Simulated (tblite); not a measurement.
Compound: C2H5O3S (doublet state).
Cartesian coordinates in Å at the GFN2-xTB level; atoms count from 1:
```
atom  x, y, z in Å
C1     1.452    0.314    0.005
S2    -0.039   -0.457   -0.706
O3    -0.332    0.153   -1.969
O4     0.091   -1.890   -0.669
C5    -1.479    0.090    0.643
O6    -1.066    1.198    1.040
H7     1.108    1.247    0.436
H8     1.842   -0.364    0.751
H9     2.148    0.474   -0.808
H10   -1.379   -0.797    1.294
H11   -2.339    0.036   -0.045
```

The geometry is computed with GFN2-xTB (gas phase). This method treats the open shell by occupation alone, without spin polarisation.

Take the most abundant isotopes and a rigid rotor. The values belong to one conformer with, in the numbering `[CH3:1][S:2](=[O:3])(=[O:4])[CH2:5][O:6]`, C1–S2–C5–O6 32°.

Task: What are A, B and C (GHz)?

Result: Ia = 119.67, Ib = 202.06, Ic = 216.57 u·Å²; 505379 MHz·u·Å²/I gives 4223, 2501 and 2334 MHz, that is A = 4.2229, B = 2.5011, C = 2.3335 GHz.

Task: What kind of rotor is it?

Result: An asymmetric top; Ray's κ = -0.823.

Task: Is it planar, by Δ = Ic − Ia − Ib?

Result: Not planar: Δ = Ic − Ia − Ib = -105.16 u·Å². For a rigid frame Δ = −2 Σ m c², so Σ m c² = 52.58 u·Å² lies off the ab plane: 3.88 from hydrogen and 48.70 from heavier atoms. The atom farthest from that plane is 1.39 Å away.

Task: Give the other two planar moments, Paa and Pbb, and the rms extents of the mass along the axes.

Result: Paa = Σ m a² = (Ib + Ic − Ia)/2 = 149.48 and Pbb = Σ m b² = (Ia + Ic − Ib)/2 = 67.09 u·Å². With the mass M = 109.00 u, the rms extents √(P/M) along a, b and c are 1.17, 0.78, 0.69 Å.

Task: List the rotational levels J(Ka,Kc) to J = 3 (cm⁻¹).

Result: Above 0(0,0):
J = 1: 1(0,1) 0.1613, 1(1,1) 0.2187, 1(1,0) 0.2243
J = 2: 2(0,2) 0.4834, 2(1,2) 0.5356, 2(1,1) 0.5524, 2(2,1) 0.7247, 2(2,0) 0.7251
J = 3: 3(0,3) 0.9657, 3(1,3) 1.0108, 3(1,2) 1.0443, 3(2,2) 1.2085, 3(2,1) 1.2104, 3(3,1) 1.5099, 3(3,0) 1.5099

Task: Estimate the classical rotational partition function at 25 K, 298.15 K and 500 K.

Result: Point group C1, symmetry number σ = 1; q = (√π/σ)·√((kT/h)³/(ABC)), k/h = 20836.6 MHz/K: 4240 at 25 K, 175000 at 298.15 K, 380000 at 500 K.

For this open shell read J as N, the rotation without spin; fine and hyperfine splittings come on top. Its GFN2-xTB frequencies are all real (lowest 62 cm⁻¹). Constants of a rigid frame at the computed geometry: no zero-point averaging, no centrifugal distortion.
